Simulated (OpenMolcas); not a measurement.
# [NH4]+ (ammonium) at 6 levels

Aim: a comparison of 6 runs (UHF/STO-3G, B3LYP/STO-3G, PBE/STO-3G, r2SCAN/STO-3G, MP2/STO-3G, CCSD(T)/STO-3G) of [NH4]+ (ammonium). 

The results are computed with OpenMolcas 26.06.

### 1 Starting point

The species is [NH4]+ (5 atoms), meant as a singlet with charge +1. As SMILES, `[NH4+]`. The N1–H4 distance was set to 2.059 Å, away from the relaxed value. At this shape a bond of the SMILES string is far longer than usual.

Bond lengths: N1–H2 1.030 Å, N1–H3 1.029 Å, N1–H5 1.030 Å. Angles: H2–N1–H3 109.5°, H2–N1–H5 109.5°, H3–N1–H5 109.4°.

### 2 A single-point energy at UHF/STO-3G (run 1)

Input file mol.input:

```
* H4N Hartree-Fock
&GATEWAY
BasLib
$CurrDir
Coord
5
bohr
N     -0.04520225     1.20462671     1.52730311
H      0.81611602     0.35279486     3.04977986
H     -1.89331660     1.61562324     1.97433672
H      0.04550461    -1.20441695    -1.52731445
H      0.89550342     2.84950102     1.08518279
Basis
STO-3G
Group
NoSym
&SEWARD
&SCF
UHF
Charge
1
Thresholds
1e-10 1e-07 1e-07 1e-05
Scramble
0.25
PrOrbitals
1 1
```

The basis set STO-3G is read from a file made from the Basis Set Exchange's data (not shown).

Run with:

```
$ export MOLCAS_MEM=1860
$ pymolcas mol.input > mol.log
```

Log:

```text
--- Start Module: gateway ---
[...]
--- Stop Module: gateway /rc=_RC_ALL_IS_WELL_ ---
--- Start Module: seward ---
[...]
      Basis functions            9
--- Stop Module: seward /rc=_RC_ALL_IS_WELL_ ---
--- Start Module: scf ---
[...]
       Convergence after  27 Iterations
[...]
::    Total SCF energy                                -55.6703954876
[...]
      Total spin, S                                     0.5236160455
[...]
      Total electronic charge=   10.000000
      Total            charge=    1.000000
[...]
      Dipole Moment (debye):
      Origin of the operator (angstrom)=   -0.0226    0.6018    0.7631
                   X= -1.7456E-02               Y=  4.5354E-01               Z=  5.7555E-01           Total=  7.3298E-01
      Center of Charge (angstrom)
[...]
--- Stop Module: scf /rc=_RC_ALL_IS_WELL_ ---
[...]
```

Wall time 1.9 s (1 thread of Arm Neoverse V2, shared host); peak memory 0.37 GiB.

### 3 A single-point energy at B3LYP/STO-3G (run 2)

Input file mol.inp:

```
* H4N Kohn-Sham DFT
>>> EXPORT MOLCAS_PRINT=2

&GATEWAY
 BasLib=$CurrDir
 Coord
 5
 bohr
 N     -0.04520225     1.20462671     1.52730311
 H      0.81611602     0.35279486     3.04977986
 H     -1.89331660     1.61562324     1.97433672
 H      0.04550461    -1.20441695    -1.52731445
 H      0.89550342     2.84950102     1.08518279
 Basis=STO-3G
 Group=NoSym

&SEWARD
 GridInput
 Grid=UltraFine
 End of Grid

&SCF
 Charge=1
 KSDFT=B3LYP
 Thresholds=1e-10 1e-07 1e-07 1e-05
 PrOrbitals=1 1
```

The basis set STO-3G is read from a file made from the Basis Set Exchange's data (not shown).

Run with:

```
$ export MOLCAS_MEM=1860
$ pymolcas mol.inp > mol.log
```

Log:

```text
--- Start Module: gateway ---
[...]
--- Stop Module: gateway /rc=_RC_ALL_IS_WELL_ ---
--- Start Module: seward ---
[...]
      Basis functions            9
--- Stop Module: seward /rc=_RC_ALL_IS_WELL_ ---
--- Start Module: scf ---
[...]
       Convergence after  15 Iterations
[...]
::    Total KS-DFT energy                             -56.0049399902
[...]
      Total spin, S                                     0.0000000000
[...]
      Total electronic charge=   10.000000
      Total            charge=    1.000000
[...]
      Dipole Moment (debye):
      Origin of the operator (angstrom)=   -0.0226    0.6018    0.7631
                   X=  5.0122E-02               Y= -1.3416E+00               Z= -1.7005E+00           Total=  2.1667E+00
      Center of Charge (angstrom)
[...]
--- Stop Module: scf /rc=_RC_ALL_IS_WELL_ ---
[...]
```

It took 4.2 s on 1 thread of Arm Neoverse V2, shared host; peak memory 0.37 GiB.

Runs 3 to 4 aren't shown in full; the table further down has their settings and results.

### 4 The energy at MP2/STO-3G (run 5)

Input file mol.input:

```
* H4N MP2
&gateway
baslib = $CurrDir
coord
5
bohr
N     -0.04520225     1.20462671     1.52730311
H      0.81611602     0.35279486     3.04977986
H     -1.89331660     1.61562324     1.97433672
H      0.04550461    -1.20441695    -1.52731445
H      0.89550342     2.84950102     1.08518279
basis = STO-3G
group = NoSym
&seward
&scf
charge = 1
thresholds = 1e-10 1e-07 1e-07 1e-05
prorbitals = 1 1
&mbpt2
frozen = 1
```

The basis set STO-3G is read from a file made from the Basis Set Exchange's data (not shown).

Run with:

```
$ export MOLCAS_MEM=1860
$ pymolcas mol.input > mol.log
```

Log:

```text
--- Start Module: gateway ---
[...]
--- Stop Module: gateway /rc=_RC_ALL_IS_WELL_ ---
[...]
      Basis functions            9
[...]
--- Start Module: scf ---
[...]
       Convergence after  13 Iterations
[...]
::    Total SCF energy                                -55.6195197319
[...]
      Total spin, S                                     0.0000000000
[...]
      Total electronic charge=   10.000000
      Total            charge=    1.000000
[...]
      Dipole Moment (debye):
      Origin of the operator (angstrom)=   -0.0226    0.6018    0.7631
                   X=  7.7694E-02               Y= -2.0721E+00               Z= -2.6267E+00           Total=  3.3465E+00
      Center of Charge (angstrom)
[...]
--- Stop Module: scf /rc=_RC_ALL_IS_WELL_ ---
--- Start Module: mbpt2 ---
[...]
WARNING!
Default frozen orbitals as non valence orbitals is overwritten by user input.
Default values:   1
[...]
       Reference weight ( Cref**2 )         =        0.94103
::    Total MBPT2 energy                              -55.7151841197
[...]
      Total MBPT2 calculations                           0.03      0.03
--- Stop Module: mbpt2 /rc=_RC_ALL_IS_WELL_ ---
[...]
```

It took 1.6 s on 1 thread of Arm Neoverse V2, shared host; peak memory 0.37 GiB.

### 5 A single-point energy at CCSD(T)/STO-3G (run 6)

Input file mol.input:

```
&GATEWAY
  BASLIB
  $CurrDir
  COORD
  5
  bohr
  N     -0.04520225     1.20462671     1.52730311
  H      0.81611602     0.35279486     3.04977986
  H     -1.89331660     1.61562324     1.97433672
  H      0.04550461    -1.20441695    -1.52731445
  H      0.89550342     2.84950102     1.08518279
  BASIS
  STO-3G
  GROUP
  NoSym

&SEWARD

&SCF
  CHARGE
  1
  THRESHOLDS
  1e-10 1e-07 1e-07 1e-05
  PRORBITALS
  1 1

&RASSCF
  FILEORB
  $Project.ScfOrb
  SPIN
  1
  NACTEL
  0 0 0
  INACTIVE
  5
  RAS2
  0
  OUTORBITALS
  Canonical
  ORBLISTING
  Nothing

&MOTRA
  JOBIPH
  FROZEN
  1

&CCSDT
  CCT
  TRIPLES
  2
  ITERATIONS
  80
  ACCURACY
  1e-08
  EXTRAPOLATION
  5 4
```

The basis set STO-3G is read from a file made from the Basis Set Exchange's data (not shown).

Run with:

```
$ export MOLCAS_MEM=1860
$ pymolcas mol.input > mol.log
```

Log:

```text
--- Start Module: gateway ---
[...]
--- Stop Module: gateway /rc=_RC_ALL_IS_WELL_ ---
[...]
      Basis functions            9
[...]
       Convergence after  13 Iterations
[...]
::    Total SCF energy                                -55.6195197319
[...]
      Total spin, S                                     0.0000000000
[...]
      Number of active orbitals                  0
[...]
      Spin quantum number                      0.0
[...]
      Active orbitals                            0
[...]
      Number of CSFs                             1
[...]
      Number of root(s) required                 1
[...]
      Convergence after  4 iterations
[...]
      Natural orbitals and occupation numbers for root  1
      ************************************************************************************************************************
      *                                                    Final results                                                     *
      ************************************************************************************************************************
[...]
::    RASSCF root number  1 Total energy:    -55.61951973
[...]
      Total electronic charge=   10.000000
      Total            charge=    1.000000
[...]
      Dipole Moment (debye):
      Origin of the operator (angstrom)=   -0.0226    0.6018    0.7631
                   X=  7.7694E-02               Y= -2.0721E+00               Z= -2.6267E+00           Total=  3.3465E+00
      Center of Charge (angstrom)
[...]
--- Start Module: motra ---
[...]
--- Stop Module: motra /rc=_RC_ALL_IS_WELL_ ---
--- Start Module: ccsdt ---
[...]
      Convergence after                    15  Iterations
      Total energy (diff) :     -55.75730059      -0.00000001
[...]
 METHOD                       : CCSD+T(CCSD)+<T3(1)WT1> = CCSD(T)
[...]
       CCSD     =       -55.7573005904043
[...]
```

Run time: 2 s. Hardware: 1 thread of Arm Neoverse V2, shared host; peak memory 0.37 GiB.

### 6 The series

```tsv
run	level	scramble	integration grid	energy (Eh)	HOMO energy (eV)	LUMO energy (eV)	HOMO–LUMO gap (eV)	wall time
1	UHF/STO-3G	0.25	–	-55.670395	-18.87	-4.94	13.93	1.9 s
2	B3LYP/STO-3G	–	UltraFine	-56.004940	-16.12	-10.67	5.45	4.2 s
3	PBE/STO-3G	–	UltraFine	-55.943179	-15.13	-11.37	3.76	3.9 s
4	r2SCAN/STO-3G	–	UltraFine	-55.977695	-15.36	-11.29	4.07	4.8 s
5	MP2/STO-3G	–	–	-55.715184	-18.93	-6.51	12.42	1.6 s
6	CCSD(T)/STO-3G	–	–	-55.762236	-18.93	-6.51	12.42	2 s
```

### 7 Outcome

```
                                         quantity         value
                              run 6: total energy  -55.76224 Eh
       run 6: HOMO energy (Hartree–Fock orbitals)     -18.93 eV
       run 6: LUMO energy (Hartree–Fock orbitals)      -6.51 eV
     run 6: HOMO–LUMO gap (Hartree–Fock orbitals)      12.42 eV
run 6: correlation energy (1 core orbital frozen)    -142.7 mEh
                            run 6: (T) correction     -4.94 mEh
```

In words: Below the UHF energy at the same shape and in the same basis (STO-3G): MP2 -44.8 mEh; CCSD(T) -91.8 mEh. Some of these start from another determinant than that one, so these aren't their correlation energies. Over runs 1, 2, 3, 4 the HOMO–LUMO gap runs from 3.76 eV (PBE/STO-3G) to 13.93 eV (UHF/STO-3G). Totals of different functionals can't be ranked against each other. In runs 1, 2, 3, 4, 5, 6 the basis is minimal, so the values are rough. Spin contamination of the reference: run 1 ⟨S²⟩ = 0.80. Where it is this large, the reference is a mixture of spin states, and values that rest on it are in doubt. All runs together took 18 s, the longest 4.8 s.
